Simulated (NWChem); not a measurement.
**CH7AlSi (SMILES [CH3][AlH][SiH3]) at HF/3-21G**

What is the adiabatic ionisation energy of CH7AlSi at HF/3-21G? 

The calculation is run with NWChem 7.3.0.

## Step 1: The structure to begin with

CH7AlSi: 10 atoms, total charge 0, spin state singlet. SMILES: `[CH3][AlH][SiH3]`. The coordinates come from a PBE0-D4/def2-TZVP relaxation. The run starts from this shape.

Bond lengths: C1–Al2 1.953 Å, Al2–Si3 2.461 Å, C1–H4 1.096 Å, C1–H5 1.092 Å, C1–H6 1.096 Å, Al2–H7 1.593 Å, Si3–H8 1.494 Å, Si3–H9 1.494 Å, Si3–H10 1.490 Å. Some angles: C1–Al2–Si3 120.6°, C1–Al2–H7 118.9°, Si3–Al2–H7 120.4°, Al2–C1–H4 110.5°, Al2–C1–H5 113.7°, Al2–C1–H6 110.2°, Al2–Si3–H8 110.9°, Al2–Si3–H9 110.7°, Al2–Si3–H10 114.1°, H4–C1–H5 108.0°.

## Step 2: A geometry optimisation at HF/3-21G

work.nw

```
start work
title "CH7AlSi optimise"
memory total 2200 mb

geometry
C       -1.428400       0.967200      -0.792400
Al       0.409100       0.309500      -0.720900
Si       1.161700      -1.107300       1.145400
H       -1.909200       0.659300      -1.727500
H       -2.050600       0.624100       0.036600
H       -1.438000       2.063000      -0.790400
H        1.416900       0.709200      -1.887700
H        0.334900      -2.347600       1.241000
H        1.000200      -0.395000       2.448500
H        2.586600      -1.533600       1.050400
end

basis spherical bse
* library 3-21G
end

scf
thresh 1e-07
maxiter 80
print low
end

driver
maxiter 60
end

freq
temp 3 298.15 400 700
end

task scf optimize
task scf frequencies
```

Run with:

```
$ nwchem work.nw > work.out
```

Output:

```text
Northwest Computational Chemistry Package (NWChem) 7.3.0
             --------------------------------------------------------

           Job information
           ---------------

    nwchem branch   = 7.3.0
    use scalapack   = T
    input           = work.nw
    prefix          = work.
    data base       = ./work.db
    status          = startup
    nproc           =        1

           Memory information
           ------------------

    heap     =     72089596 doubles =      550.0 Mbytes
    stack    =     72089601 doubles =      550.0 Mbytes
    global   =    144179200 doubles =     1100.0 Mbytes (distinct from heap & stack)
    total    =    288358397 doubles =     2200.0 Mbytes
    verify   = yes
    hardfail = no

           Directory information
           ---------------------

  0 permanent = .
  0 scratch   = .

                                NWChem Input Module
                                -------------------

                                 CH7AlSi optimise
                                 ----------------

 Scaling coordinates for geometry "geometry" by  1.889725989
 (inverse scale =  0.529177249)

 C1  symmetry detected

          ------
          auto-z
          ------
  no constraints, skipping    0.0000000000000000
  no constraints, skipping    0.0000000000000000

                             Geometry "geometry" -> ""
                             -------------------------

 Output coordinates in angstroms (scale by  1.889725989 to convert to a.u.)

  No.       Tag          Charge          X              Y              Z
 ---- ---------------- ---------- -------------- -------------- --------------
    1 C                    6.0000    -0.65665915     2.14543315    -0.00031708
    2 Al                  13.0000     0.61630649     0.66433691    -0.00077530
    3 Si                  14.0000    -0.17276247    -1.66679469    -0.00021573
[... 6 lines of this table left out ...]
   10 H                    1.0000     0.92028228    -2.67984590    -0.00899816

      Atomic Mass
      -----------

      C                 12.000000
      Al                26.981540
      Si                27.976930
      H                  1.007825

 Effective nuclear repulsion energy (a.u.)     127.8156875100

            Nuclear Dipole moment (a.u.)
            ----------------------------
        X                 Y               Z
 ---------------- ---------------- ----------------
     0.0000000000     0.0000000000    -0.0000000000

                                Z-matrix (autoz)
                                --------

 Units are Angstrom for bonds and degrees for angles

      Type          Name      I     J     K     L     M      Value
      ----------- --------  ----- ----- ----- ----- ----- ----------
    1 Stretch                  1     2                       1.95297
    2 Stretch                  1     4                       1.09562
    3 Stretch                  1     5                       1.09183
    4 Stretch                  1     6                       1.09584
    5 Stretch                  2     3                       2.46106
    6 Stretch                  2     7                       1.59275
    7 Stretch                  3     8                       1.49368
    8 Stretch                  3     9                       1.49383
    9 Stretch                  3    10                       1.49033
   10 Bend                     1     2     3               120.62121
   11 Bend                     1     2     7               118.94698
   12 Bend                     2     1     4               110.45658
   13 Bend                     2     1     5               113.73772
   14 Bend                     2     1     6               110.17761
   15 Bend                     2     3     8               110.93412
   16 Bend                     2     3     9               110.72882
   17 Bend                     2     3    10               114.12377
   18 Bend                     3     2     7               120.43137
   19 Bend                     4     1     5               108.03769
   20 Bend                     4     1     6               106.18443
   21 Bend                     5     1     6               107.92987
   22 Bend                     8     3     9               106.27616
   23 Bend                     8     3    10               107.20481
   24 Bend                     9     3    10               107.17935
   25 Torsion                  1     2     3     8          58.42865
   26 Torsion                  1     2     3     9         -59.32144
   27 Torsion                  1     2     3    10         179.64755
   28 Torsion                  3     2     1     4        -123.21111
   29 Torsion                  3     2     1     5          -1.53847
   30 Torsion                  3     2     1     6         119.78688
   31 Torsion                  4     1     2     7          57.02820
   32 Torsion                  5     1     2     7         178.70084
   33 Torsion                  6     1     2     7         -59.97380
   34 Torsion                  7     2     3     8        -121.81422
   35 Torsion                  7     2     3     9         120.43569
   36 Torsion                  7     2     3    10          -0.59533

            XYZ format geometry
            -------------------
    10
 geometry
 C                    -0.65665915     2.14543315    -0.00031708
 Al                    0.61630649     0.66433691    -0.00077530
 Si                   -0.17276247    -1.66679469    -0.00021573
[... 6 lines of this table left out ...]
 H                     0.92028228    -2.67984590    -0.00899816

[... 114 lines left out ...]
            Nuclear Dipole moment (a.u.)
[... 44 lines left out ...]
      Two-electron energy =    346.629928179556
[... 64 lines left out ...]
       Final RHF  results
[... 5 lines left out ...]
 Nuclear repulsion energy =    127.363624000337
[... 69 lines left out ...]
       Final RHF  results
[... 5 lines left out ...]
 Nuclear repulsion energy =    127.048889299729
[... 67 lines left out ...]
      One-electron energy =  -1041.903831347017
[... 7 lines left out ...]
 new step= 1.46                   predicted energy=   -569.687505
[... 67 lines left out ...]
      One-electron energy =  -1041.600531179679
[... 66 lines left out ...]
       Final RHF  results
[... 5 lines left out ...]
 Nuclear repulsion energy =    126.527648722964
[... 69 lines left out ...]
       Final RHF  results
[... 5 lines left out ...]
 Nuclear repulsion energy =    126.478254317712
[... 68 lines left out ...]
      One-electron energy =  -1041.403604564148
[... 7 lines left out ...]
 new step= 2.80                   predicted energy=   -569.687527
[... 67 lines left out ...]
      One-electron energy =  -1041.374162224475
[... 62 lines left out ...]
       Final RHF  results
[... 5 lines left out ...]
 Nuclear repulsion energy =    126.430741507636
[... 65 lines left out ...]
       Final RHF  results
[... 5 lines left out ...]
 Nuclear repulsion energy =    126.417452037765
[... 63 lines left out ...]
      One-electron energy =  -1041.304794396020
[... 7 lines left out ...]
 new step= 2.69                   predicted energy=   -569.687528
[... 63 lines left out ...]
      One-electron energy =  -1041.314765063670
[... 61 lines left out ...]
       Final RHF  results
[... 5 lines left out ...]
 Nuclear repulsion energy =    126.428015598277
[... 60 lines left out ...]
  The SCF is already converged
[... 40 lines left out ...]
@    7    -569.68752853 -3.3D-08  0.00003  0.00001  0.00019  0.00040     42.3
[... 134 lines left out ...]
         Total SCF energy =   -569.687528530790
[... 13 lines left out ...]
 stpr_wrt_fd_dipole: overwrite of existing file./work.fd_ddipole
[... 39 lines left out ...]
 X vector of derivative dipole (au) [debye/angstrom]
[... 3 lines left out ...]
 d_dipole_x/<atom=   2,x> =     1.0875     [    5.2234]
[... 3 lines left out ...]
 d_dipole_x/<atom=   3,y> =     0.0320     [    0.1538]
[... 3 lines left out ...]
 d_dipole_x/<atom=   4,z> =     0.0181     [    0.0869]
[... 3 lines left out ...]
 d_dipole_x/<atom=   6,x> =     0.1072     [    0.5150]
[... 3 lines left out ...]
 d_dipole_x/<atom=   7,y> =    -0.0827     [   -0.3974]
[... 3 lines left out ...]
 d_dipole_x/<atom=   8,z> =    -0.0532     [   -0.2556]
[... 3 lines left out ...]
 d_dipole_x/<atom=  10,x> =    -0.2255     [   -1.0830]
[... 4 lines left out ...]
 d_dipole_y/<atom=   1,x> =    -0.0506     [   -0.2430]
[... 3 lines left out ...]
 d_dipole_y/<atom=   2,y> =     1.4369     [    6.9017]
[... 3 lines left out ...]
 d_dipole_y/<atom=   3,z> =    -0.0001     [   -0.0003]
[... 3 lines left out ...]
 d_dipole_y/<atom=   5,x> =    -0.0642     [   -0.3085]
[... 3 lines left out ...]
 d_dipole_y/<atom=   6,y> =    -0.0278     [   -0.1334]
[... 3 lines left out ...]
 d_dipole_y/<atom=   7,z> =    -0.0001     [   -0.0003]
[... 3 lines left out ...]
 d_dipole_y/<atom=   9,x> =    -0.0666     [   -0.3201]
[... 3 lines left out ...]
 d_dipole_y/<atom=  10,y> =    -0.4463     [   -2.1436]
[... 4 lines left out ...]
 d_dipole_z/<atom=   1,y> =    -0.0015     [   -0.0073]
[... 3 lines left out ...]
 d_dipole_z/<atom=   2,z> =     0.8661     [    4.1602]
[... 3 lines left out ...]
 d_dipole_z/<atom=   4,x> =     0.0025     [    0.0121]
[... 3 lines left out ...]
 d_dipole_z/<atom=   5,y> =     0.0001     [    0.0004]
[... 3 lines left out ...]
 d_dipole_z/<atom=   6,z> =    -0.0497     [   -0.2389]
[... 3 lines left out ...]
 d_dipole_z/<atom=   8,x> =    -0.0684     [   -0.3284]
[... 3 lines left out ...]
 d_dipole_z/<atom=   9,y> =     0.0882     [    0.4237]
[... 3 lines left out ...]
 d_dipole_z/<atom=  10,z> =    -0.2253     [   -1.0822]
[... 175 lines left out ...]
 Zero-Point correction to Energy  =   43.857 kcal/mol  (  0.069891 au)
[... 17 lines left out ...]
 Thermal correction to Energy     =   49.980 kcal/mol  (  0.079648 au)
[... 20 lines left out ...]
   - Translational                =   43.042 cal/mol-K (mol. weight =  74.0132)
[... 23 lines left out ...]
 P.Frequency        0.00        5.11      134.07      352.61      371.76      465.44

           1    -0.03507     0.00030     0.07723    -0.00041    -0.03372    -0.00656
[... 28 lines of this table left out ...]
          30    -0.00206    -0.52628     0.00256    -0.22408     0.00361    -0.00158

                   13          14          15          16          17          18

 P.Frequency      500.75      617.05      689.91      776.75      856.98      932.48

           1    -0.00033    -0.05712    -0.11488    -0.00064    -0.09523     0.02109
[... 28 lines of this table left out ...]
          30     0.24105    -0.00128    -0.00031     0.06995     0.00064     0.00206

                   19          20          21          22          23          24

 P.Frequency     1011.26     1015.58     1432.65     1624.14     1629.41     1949.76

           1     0.00458    -0.00000     0.07347    -0.05181    -0.00039     0.00028
[... 28 lines of this table left out ...]
          30     0.00876    -0.72201    -0.00003     0.00013     0.00049     0.00021

                   25          26          27          28          29          30

 P.Frequency     2231.40     2234.22     2252.08     3154.72     3207.58     3247.52

           1    -0.00000     0.00004     0.00039     0.01282    -0.00045    -0.07349
[... 28 lines of this table left out ...]
          30    -0.02251     0.00193    -0.00738     0.00000    -0.00024     0.00000

 ----------------------------------------------------------------------------
 Normal Eigenvalue ||    Projected Derivative Dipole Moments (debye/angs)
  Mode   [cm**-1]  ||      [d/dqX]             [d/dqY]           [d/dqZ]
 ------ ---------- || ------------------ ------------------ -----------------
    1      -30.148 ||       0.001              -0.001             0.000
    2       -0.000 ||      -0.007              -0.001            -0.077
    3       -0.000 ||      -0.065              -0.008             0.008
[... 26 lines of this table left out ...]
   30     3247.520 ||      -0.516              -0.222            -0.006
 ----------------------------------------------------------------------------

 ----------------------------------------------------------------------------
 Normal Eigenvalue ||           Projected Infra Red Intensities
  Mode   [cm**-1]  || [atomic units] [(debye/angs)**2] [(KM/mol)] [arbitrary]
 ------ ---------- || -------------- ----------------- ---------- -----------
    1      -30.148 ||    0.000000           0.000         0.000       0.000
    2       -0.000 ||    0.000261           0.006         0.255       0.041
    3       -0.000 ||    0.000188           0.004         0.183       0.030
[... 26 lines of this table left out ...]
   30     3247.520 ||    0.013663           0.315        13.320       2.166
 ----------------------------------------------------------------------------

 ===============================================================================
      Negative Nuclear Hessian Mode    1  Eigenvalue =    -30.15 cm**(-1)
 -------------------------------------------------------------------------------
   Raw step length:  0.512 angstroms ;  The Raw step for this mode is:
    1 C                    6.0000    -0.00030909    -0.00064188     0.01170169
    2 Al                  13.0000     0.00057009     0.00007359    -0.02067891
    3 Si                  14.0000    -0.00025531     0.00033769     0.01141353
[... 6 lines of this table left out ...]
   10 H                    1.0000    -0.00057229    -0.00023277     0.02816612

  Geometry after  100.0% step for mode  1; Step length =  0.512 angstroms
   Maximum component (any atom: x,y, or z) displacement:  0.486
    1 C                    6.0000    -0.66594055     2.19259566     0.01204725
    2 Al                  13.0000     0.60121944     0.65582576    -0.01997304
    3 Si                  14.0000    -0.18193170    -1.70490726     0.01226540
[... 6 lines of this table left out ...]
   10 H                    1.0000     0.95189362    -2.67547772     0.01773498

  Geometry after -100.0% step for mode  1; Step length =  0.512 angstroms
   Maximum component (any atom: x,y, or z) displacement:  0.486
    1 C                    6.0000    -0.66532238     2.19387941    -0.01135613
    2 Al                  13.0000     0.60007926     0.65567858     0.02138479
    3 Si                  14.0000    -0.18142108    -1.70558265    -0.01056166
[... 6 lines of this table left out ...]
   10 H                    1.0000     0.95303819    -2.67501219    -0.03859727

  Geometry after   50.0% step for mode  1; Step length =  0.256 angstroms
   Maximum component (any atom: x,y, or z) displacement:  0.243
    1 C                    6.0000    -0.66578601     2.19291659     0.00619641
    2 Al                  13.0000     0.60093439     0.65578897    -0.00963358
    3 Si                  14.0000    -0.18180404    -1.70507611     0.00655864
[... 6 lines of this table left out ...]
   10 H                    1.0000     0.95217976    -2.67536134     0.00365192

  Geometry after  -50.0% step for mode  1; Step length =  0.256 angstroms
   Maximum component (any atom: x,y, or z) displacement:  0.243
    1 C                    6.0000    -0.66547692     2.19355847    -0.00550528
    2 Al                  13.0000     0.60036431     0.65571538     0.01104533
    3 Si                  14.0000    -0.18154873    -1.70541380    -0.00485489
[... 6 lines of this table left out ...]
   10 H                    1.0000     0.95275205    -2.67512857    -0.02451420

  Geometry after   41.1% step for mode  1; Step length =  0.210 angstroms
   Maximum component (any atom: x,y, or z) displacement:  0.200
    1 C                    6.0000    -0.66575858     2.19297355     0.00515816
    2 Al                  13.0000     0.60088381     0.65578244    -0.00779881
    3 Si                  14.0000    -0.18178139    -1.70510607     0.00554595
[... 6 lines of this table left out ...]
   10 H                    1.0000     0.95223054    -2.67534068     0.00115284

  Geometry after  -41.1% step for mode  1; Step length =  0.210 angstroms
   Maximum component (any atom: x,y, or z) displacement:  0.200
    1 C                    6.0000    -0.66550434     2.19350152    -0.00446703
    2 Al                  13.0000     0.60041489     0.65572190     0.00921057
    3 Si                  14.0000    -0.18157139    -1.70538384    -0.00384221
[... 6 lines of this table left out ...]
   10 H                    1.0000     0.95270127    -2.67514922    -0.02201512

  Geometry after   20.6% step for mode  1; Step length =  0.105 angstroms
   Maximum component (any atom: x,y, or z) displacement:  0.100
    1 C                    6.0000    -0.66569502     2.19310554     0.00275186
    2 Al                  13.0000     0.60076658     0.65576730    -0.00354647
    3 Si                  14.0000    -0.18172889    -1.70517551     0.00319891
[... 6 lines of this table left out ...]
   10 H                    1.0000     0.95234822    -2.67529282    -0.00463915

  Geometry after  -20.6% step for mode  1; Step length =  0.105 angstroms
   Maximum component (any atom: x,y, or z) displacement:  0.100
    1 C                    6.0000    -0.66556790     2.19336953    -0.00206074
    2 Al                  13.0000     0.60053212     0.65573704     0.00495822
    3 Si                  14.0000    -0.18162389    -1.70531440    -0.00149517
[... 6 lines of this table left out ...]
   10 H                    1.0000     0.95258359    -2.67519709    -0.01622313

 vib:animation  F

 Task  times  cpu:       15.0s     wall:       15.0s
 Total times  cpu:       57.3s     wall:       57.3s
```

It took 59 s on 1 thread of Intel Xeon Platinum 8175M at 2.50GHz (Skylake/Cascade Lake), shared host; peak memory 0.11 GiB.

Step by step:

| step | energy from the first frame kept (eV) |
| --- | --- |
| 0 | 0.0000 |
| 1 | -0.0161 |
| 2 | -0.0198 |
| 3 | -0.0203 |
| 4 | -0.0204 |
| 5 | -0.0204 |
| 6 | -0.0205 |
| 7 | -0.0205 |

After the run. Bond lengths: C1–Al2 1.992 Å, Al2–Si3 2.487 Å, C1–H4 1.089 Å, C1–H5 1.085 Å, C1–H6 1.090 Å, Al2–H7 1.606 Å, Si3–H8 1.496 Å, Si3–H9 1.496 Å, Si3–H10 1.492 Å. Some angles: C1–Al2–Si3 122.2°, C1–Al2–H7 118.7°, Si3–Al2–H7 119.1°, Al2–C1–H4 110.4°, Al2–C1–H5 113.2°, Al2–C1–H6 110.3°, Al2–Si3–H8 111.2°, Al2–Si3–H9 111.1°, Al2–Si3–H10 112.2°, H4–C1–H5 108.0°.

[end of part 1 of 2]
